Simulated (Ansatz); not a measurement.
# AlH2O: short molecular-dynamics run, by script

How does AlH2O move over a short run? A script is to give a short molecular-dynamics run; the system is AlH2O. SMILES: [OH][AlH].

Computed with the Python package of Ansatz 0.2.0. Level of theory: PBE/def2-SVP.

## Step 1: The structure

Bond lengths: O1–Al2 1.867 Å, O1–H3 0.943 Å, Al2–H4 1.554 Å. Angles: O1–Al2–H4 123.5°, Al2–O1–H3 104.0°.

No structure file is read: the coordinates are typed or built in the script.

## Step 2: Script

File md_alh2o.py:

```python
'''Molecular dynamics of one AlH2O molecule.'''

import ansatz as az
import numpy as np

SETTINGS = {
    'basis': 'def2-SVP',
    'xc': 'pbe',
    'n_steps': 20,
    'temperature_k': 800,
}

geometry_ang = [
    ('O', [0.0206, -0.7795, 0.8796]),
    ('Al', [0.3367, 0.8043, -0.057]),
    ('H', [0.3244, -1.4545, 0.2955]),
    ('H', [-0.6261, 1.3695, -1.1383]),
]
geometry = az.Crystal.molecule()
for symbol, xyz in geometry_ang:
    geometry = geometry.atom(symbol, xyz)

base = (
    geometry.calculation()
    .basis(gaussian=SETTINGS['basis'])
    .functional(SETTINGS['xc'])
    .spin('collinear', total=1)
    .md('nve', timestep=0.5, steps=SETTINGS['n_steps'], temperature=SETTINGS['temperature_k'], initial_velocities='maxwell_boltzmann', seed=76)
)
frames = []
base.session().plan().execute(on_event=lambda e: frames.append(e['data']) if e['event'] == 'md_step' else None)
print('t (fs)   E_pot (eV)      E_kin (eV)   T (K)   d(0-1) (A)')
for f in frames[::2]:
    xyz = np.array(f['positions_ang'])
    print(f'{f["time_fs"]:6.2f} {f["lagrangian_ev"]:14.5f} {f["e_kin_ev"]:10.5f} {f["temperature_k"]:8.1f} {np.linalg.norm(xyz[0] - xyz[1]):9.4f}')
kept = np.array([f['conserved_ev'] for f in frames])
print(f'conserved energy moves by at most {1000 * np.ptp(kept):.3f} meV')
```

## Step 3: The calls as engine input

The engine receives this input:

```yaml
crystal:
  periodic: [false, false, false]
  atoms:
    - { symbol: O, position_ang: [0.0206, -0.7795, 0.8796] }
    - { symbol: Al, position_ang: [0.3367, 0.8043, -0.057] }
    - { symbol: H, position_ang: [0.3244, -1.4545, 0.2955] }
    - { symbol: H, position_ang: [-0.6261, 1.3695, -1.1383] }
basis:
  gaussian:
    orbitals: def2-SVP
hamiltonian:
  xc: pbe
magnetization:
  spin_polarized: true
  initial_magnetization: 1.0
md:
  timestep: 0.5
  n_steps: 20
  ensemble: nve
  temperature: 800.0
  initial_velocities: maxwell_boltzmann
  seed: 76
```

## Step 4: Launch

Run with:

```sh
> python md_alh2o.py
```

**Question.** What results will this script give? Wanted: total energy; dipole moment; <S²> of the mean field; mean temperature, second half; farthest move; largest change of the conserved energy.

The runs gave:

| quantity | value |
| --- | --- |
| total energy | -8666.2777 eV |
| dipole moment | 1.64 D |
| <S²> of the mean field (pure state) | 0.753 (0.75) |
| length of the run | 20 steps, 10 fs |
| mean temperature, second half | 1551 K |
| farthest move | 0.29 Å |
| largest change of the conserved energy | 0.40 meV/atom |

In words: The temperature swings between 800 and 1705 K, with a mean of 1551 K in the second half; 4 atoms fluctuate widely. The conserved energy stays within 0.40 meV/atom, so the time step holds. 10 fs show the first vibrations only, not equilibrium. The trajectory is only some femtoseconds long, and gives no averages; where the script doesn't relax first, it starts from a rough generated geometry. The species is open-shell (spin multiplicity 2). The temperature counts the internal degrees of freedom alone.
